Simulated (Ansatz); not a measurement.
```yaml
atoms:
  - { symbol: N, position_ang: [1.1824, 0.0000, 0.0000] }
  - { symbol: C, position_ang: [0.3654, 1.1245, 0.0000] }
  - { symbol: C, position_ang: [-0.9566, 0.6950, 0.0000] }
  - { symbol: C, position_ang: [-0.9566, -0.6950, 0.0000] }
  - { symbol: C, position_ang: [0.3654, -1.1245, 0.0000] }
  - { symbol: H, position_ang: [2.1974, 0.0000, 0.0000] }
  - { symbol: H, position_ang: [0.7022, 2.1612, 0.0000] }
  - { symbol: H, position_ang: [-1.8384, 1.3357, 0.0000] }
  - { symbol: H, position_ang: [-1.8384, -1.3357, 0.0000] }
  - { symbol: H, position_ang: [0.7022, -2.1612, 0.0000] }
```

RHF-MP2 on singlet C₄H₅N was run in several spherical basis sets with Ansatz (development build ahead of 0.2.0). Frozen core: 5 orbitals.

(1) Rank the basis sets by the total energy that they give, lowest first, with the distance from the lowest.
A. def2-SVP
B. 6-31G(d)
C. cc-pVDZ

Answers

(1) C (0.00 eV), B (1.44 eV), A (4.67 eV).

Totals follow the description of the cores as much as that of the bonds, so this order isn't one of quality for chemistry.
